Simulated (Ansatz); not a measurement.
A made-up structure of Si$_{2}$H$_{3}$O (charge +1), closed shell:

```xyz
6
angstrom
O -0.6184 -0.4694 -0.2536
Si 0.4675 -1.5808 0.8411
Si 0.5721 0.3747 0.2546
H -1.4286 -0.3936 -0.8176
H 1.2238 0.6711 -1.0956
H -0.2164 1.3980 1.0710
```

It is relaxed with PBE-D4/def2-SVP and then PBE0-D4/def2-TZVP (Ansatz 0.2.0). Atoms count as bonded within 1.22 times the sum of their covalent radii (H–H: 0.88 Å). The end point is not checked to be a true minimum.

Q: Does its bonding change? (A judgement: the text doesn't fix the answer.)

A: By the calculation: No: no bond forms or breaks.

Where it ends: The first stage lowers the energy by 2.07 eV in 8 steps. It ends as Si₂H₃O ([OH]1[Si][SiH2]1), total charge +1:
```
atom    x (Å)    y (Å)    z (Å)
  O1  -0.6898  -0.6298  -0.2472
 Si2   0.2676  -1.7389   0.7615
 Si3   0.6304   0.5149   0.2462
  H4  -1.5031  -0.6659  -0.7758
  H5   1.3141   0.9235  -0.9955
  H6  -0.0193   1.5963   1.0108
```

Labels in which every atom is bracketed show which atoms are joined, not bond orders.

For scale, one of the runs: PBE0-D4/def2-TZVP relaxation, 123 basis functions, launched by `ansatz run in.yaml --threads 2 --pin off --events-out ev --progress --plain --max-ram 4352MiB`. Hardware: 2 CPU threads of an Intel Xeon Platinum 8259CL, shared host. Wall time about 18 s.
